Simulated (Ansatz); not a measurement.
# ClFHSi radical: basis-set convergence

One table from this session's results is given with a row withheld; the runs are named, their logs left out.

Computed with Ansatz 0.2.0, Gaussian basis. Level: one geometry, several basis sets.

Levels to be run: PBE0-D4/def2-SVP; ωB97M-V/def2-SVP; PBE0-D4/def2-QZVPP; ωB97M-V/def2-QZVPP; CCSD(T)/cc-pV(D+d)Z; CCSD(T)/cc-pV(T+d)Z; CCSD(T)/cc-pV(Q+d)Z; the functionals' def2-TZVPP values are taken from earlier runs.

### Structure used throughout

An earlier PBE0-D4 in a triple-zeta def2 set relaxation fixed the geometry.

SMILES `F[SiH]Cl`, 4 atoms, charge 0, spin multiplicity 2.

Atoms are counted from 1 here; the program's logs count them from 0.

Bond lengths: F1–Si2 1.595 Å, Si2–Cl3 2.044 Å, Si2–H4 1.491 Å. Angles: F1–Si2–Cl3 108.5°, F1–Si2–H4 107.3°, Cl3–Si2–H4 108.4°.

Set-up of the first run:

in.yaml reads:

```yaml
crystal:
  periodic: [false, false, false]
  atoms:
    - {symbol: F, position_ang: [-1.027828, -0.370258, 1.082681]}
    - {symbol: Si, position_ang: [-0.251690, -0.252407, -0.306222]}
    - {symbol: Cl, position_ang: [1.745999, -0.508212, 0.042431]}
    - {symbol: H, position_ang: [-0.466482, 1.130877, -0.818890]}
basis:
  gaussian: {orbitals: def2-SVP}
magnetization: {spin_polarized: true, initial_magnetization: 1}
hamiltonian: {xc: pbe0, dispersion: d4}
output: {orbitals: {seedname: orbitals}}
```

Launch:

```console
ansatz run in.yaml --threads 2 --pin off --events-out ev --progress --plain --max-ram 22528MiB --backend cpu
```

Steps of the session up to this table: PBE0-D4 in def2-SVP; ωB97M-V in def2-SVP; PBE0-D4 in def2-QZVPP; ωB97M-V in def2-QZVPP.

One of the session's tables, all rows but one given; the rest of the session is left out.

| functional | basis | HOMO (eV) | LUMO (eV) |
| --- | --- | --- | --- |
| PBE0-D4 | def2-SVP | -6.76 | -2.90 |
| PBE0-D4 | def2-TZVPP | -6.86 | -2.91 |
| PBE0-D4 | def2-QZVPP | -6.89 | -2.96 |
| ωB97M-V | def2-SVP | ? | ? |
| ωB97M-V | def2-TZVPP | -8.63 | -1.29 |
| ωB97M-V | def2-QZVPP | -8.68 | -1.37 |

Estimate the missing values for ωB97M-V, def2-SVP.

The run gave: HOMO (eV): -8.50; LUMO (eV): -1.20. In the column «HOMO (eV)» it lies between ωB97M-V, def2-TZVPP (-8.63) and PBE0-D4, def2-QZVPP (-6.89).
